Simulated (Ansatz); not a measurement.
The cluster P4. Total charge 0; triplet. Geometry B3LYP-D4/def2-TZVP; atoms count from 1.

```xyz
4

P    -0.6530    1.3987   -0.5086
P    -0.0134   -1.5865   -0.3524
P    -0.5351   -0.0552    1.1351
P     1.2015    0.2431   -0.2741
```

At PBE0-D4/def2-TZVP a singlet of charge 0 lies 2.06 eV below the triplet, each at its own geometry. The structure comes from a short search, and lower isomers may exist.

Estimate the Mulliken populations from the PBE0/def2-TZVP orbitals of Ansatz.


```csv
atom,charge (e),spin (α − β)
P1,0.00,0.96
P2,0.00,0.96
P3,0.00,0.04
P4,0.00,0.04
```
Mulliken values depend strongly on the basis.

Where does the spin sit?

Summed by element: P 2.00, of 2 unpaired in all. Largest on single atoms: P1 0.96, P2 0.96, P3 0.04.

And the Mayer bond orders between heavy atoms (over 0.3)?

P1–P3 1.11 (2.20 Å); P1–P4 1.11 (2.20 Å); P2–P3 1.11 (2.20 Å); P2–P4 1.11 (2.20 Å); P3–P4 0.96 (2.26 Å).
